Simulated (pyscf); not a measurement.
Single points on ωB97X-D3(BJ)/def2-SVP structures (PySCF, gas phase).

### Question
Estimate by transition-state theory the rate constant of O=MoH(=O)–Cl (SMILES [O]=[MoH](=[O])[Cl]) + HCl (SMILES Cl) -> O=Mo(=O)(Cl)–Cl (SMILES [O]=[Mo](=[O])([Cl])[Cl]) + H₂ (SMILES [H][H]) (singlet surface; H–Mo, Cl–H broken, Cl–Mo, H–H formed) at 298 K, with ωB97M-D3(BJ)/def2-TZVP energies (ideal gas, 1 atm, RRHO with modes under 100 cm⁻¹ raised to 100, one conformer, R ln 2 for chiral ones without a mode under 150 cm⁻¹; no tunnelling).

### Answer
The electronic barrier is 10.7 kcal/mol and the thermal terms add +9.8, so ΔG‡ = 20.5 kcal/mol. With k_BT/h = 6.21e+12 s⁻¹ and RT = 0.592 kcal/mol, and a volume of 4.06e-20 cm³ per molecule at 1 atm, k = 2.4e-22 cm³ molecule⁻¹ s⁻¹. Wigner's tunnelling factor for 612i cm⁻¹ would be 1.36. A shift of 1 kcal/mol in the barrier changes k by a factor 5.4. On the reactant side the descent ends in a complex (not fully relaxed), 5.2 kcal/mol under the separated species and 11.4 kcal/mol under the saddle at ωB97X-D3(BJ)/def2-TZVP. At ωB97X-D3(BJ)/def2-TZVP the barrier from the zero used here is 6.2 kcal/mol. This is the saddle that the search found; another between the same sides may lie lower. Elements past Kr carry the def2 core potentials, without spin-orbit coupling.
